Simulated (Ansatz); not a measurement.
Compare A (`C1=CC2C=CC12`) with its isomer B (`C1=CC2C3C1C23`).

Computed with Ansatz on PBE0-D4/def2-TZVP structures; ΔE is electronic, products minus reactants. CCSD(T)/CBS adds triple-zeta CCSD(T) − MP2 to the extrapolated MP2 energy (def2 sets, frozen cores). DFT in def2-TZVPP.

Task: Which isomer does CCSD(T)/CBS put lower? Give the gap. (An estimate is asked.)

Result: The calculation gave: B, by 15.6 kJ/mol.

Task: Give E(B) − E(A) in kJ/mol with CCSD/def2-TZVPP, CCSD(T)/def2-SVP, B2PLYP, PBE0-D4, MP2/def2-TZVPP, ωB97M-V, BLYP-D4. (An estimate is asked.)

Result: Computed: CCSD/def2-TZVPP -17.1, CCSD(T)/def2-SVP -20.8, B2PLYP -17.2, PBE0-D4 -31.9, MP2/def2-TZVPP -30.8, ωB97M-V -23.5, BLYP-D4 -3.2. None reverses the order clearly.

Task: Does the order hold for the free energy at 298.15 K (harmonic terms from PBE0-D4)? (An estimate is asked.)

Result: The calculation gave: Yes: G(B) − G(A) = -14.0 kJ/mol.

Largest T1 diagnostic: 0.011.

In def2-TZVPP, CCSD(T) changes the Hartree–Fock value by −3.0 kJ/mol (the triples alone add +1.1 kJ/mol) and MP2 by −17.8 kJ/mol. From r2SCAN to r2SCAN0 (25 % exact exchange), in def2-TZVPP and without D4, E(B) − E(A) moves by −4.8 kJ/mol.
